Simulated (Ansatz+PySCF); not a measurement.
The numbers below are computed, except where a source is named.
Several solutions for triplet NH₃

```tsv
atom	x (Å)	y (Å)	z (Å)
N	0.0000	0.0000	-0.1963
H	0.0000	0.0000	1.3739
H	30.0000	0.0000	-0.8370
H	30.0000	0.0000	0.8370
```

Basis set: 6-31G (spherical functions). Charge 0, multiplicity 3.

UHF was run from several starts with Ansatz (development build ahead of 0.2.0) and PySCF 2.14.0.

| run | program | start | converged | energy (hartree) | <S²> |
| --- | --- | --- | --- | --- | --- |
| A | PySCF | guess huckel, instabilities followed | yes | -55.89955 | 3.31 |
| B | Ansatz | stability test followed | yes | -55.89955 | 3.31 |
| C | PySCF | guess 1e, instabilities followed | yes | -55.89955 | 3.31 |
| D | PySCF | guess atom, instabilities followed | yes | -55.89955 | 3.31 |
| E | PySCF | program defaults | no | – | – |
| F | Ansatz | search for the lowest state | yes | -55.89955 | 3.31 |
| G | Ansatz | atomic start, no search | yes | -55.89955 | 3.31 |
| H | PySCF | guess minao, instabilities followed | yes | -55.89955 | 3.31 |

Question: Which runs reached the lowest solution of this kind, and what is wrong with the others?

Answer: A, B, C, D, F, G, H reached the lowest solution found. Not converged: E. Caution: the unrestricted determinant is a mixture of spin states.
